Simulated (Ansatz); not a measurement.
Geometry optimisation, RHF/def2-TZVP in Ansatz.

The input (input.yaml):

```yaml
crystal:
  periodic: [false, false, false]
  atoms:
    - { symbol: Si, position_ang: [0.0, 0.0, 0.0] }
    - { symbol: H, position_ang: [0.9994, 0.0, 1.3254] }
    - { symbol: H, position_ang: [1.5827, 0.0, 0.5009] }
    - { symbol: Cl, position_ang: [-1.0032, 1.7381, -0.7093] }
    - { symbol: H, position_ang: [-0.6877, -1.1914, -0.4862] }
basis:
  gaussian: { orbitals: def2-TZVP }
hamiltonian:
  xc: hf
relax:
  f_tol: 0.15
  max_steps: 25
  restrain:
    - { distance: [1, 2], at: 0.66, k: 30.0 }
    - { distance: [0, 1], at: 2.66, k: 30.0 }
    - { distance: [0, 2], at: 2.66, k: 30.0 }
output:
  orbitals: {}
```

Command:

```bash
$ ansatz run input.yaml --threads 1 --pin off --max-ram 2048MiB --backend cpu --events-out ev --progress --plain --runs-dir out
```

Where does it end, and by what steps?

It converged. The restraints hold the end off the free minimum. After 17 steps the energy has fallen by 2.332 eV (the restraints' own energy left out); Si1 moved furthest, 1.07 Å. Joined: H2–H3 (1.01 → 0.71 Å).

| step | energy less start (eV) | largest force component (eV/Å) | accepted |
| --- | --- | --- | --- |
| 0 | 0.0000 | 3.669 | yes |
| 1 | 1.3137 | 3.952 | yes |
| 2 | 2.0427 | 1.655 | yes |
| 3 | 0.9353 | 4.444 | yes |
| 4 | -0.2394 | 4.151 | yes |
| 5 | -1.3344 | 1.626 | yes |
| 6 | -1.8270 | 0.975 | yes |
| 7 | -1.9336 | 1.254 | yes |
| 8 | -1.9540 | 1.289 | yes |
| 9 | -2.0630 | 1.391 | yes |
| 10 | -2.1565 | 1.249 | yes |
| 11 | -2.2739 | 0.936 | yes |
| 12 | -2.2948 | 0.915 | yes |
| 13 | -2.3085 | 0.958 | yes |
| 14 | -2.3249 | 1.047 | yes |
| 15 | -2.3348 | 0.787 | no |
| 16 | -2.3340 | 0.907 | yes |
| 17 | -2.3321 | 0.996 | yes |

```xyz
5
Properties=species:S:1:pos:R:3
Si -0.003 0.023 -1.066
H 1.125 -0.242 1.330
H 1.651 0.115 1.019
Cl -1.177 1.636 -0.454
H -0.705 -0.987 -0.198
```

The run took 17 s on 1 thread of Arm Neoverse V1 (shared host), peak memory 0.18 GiB.
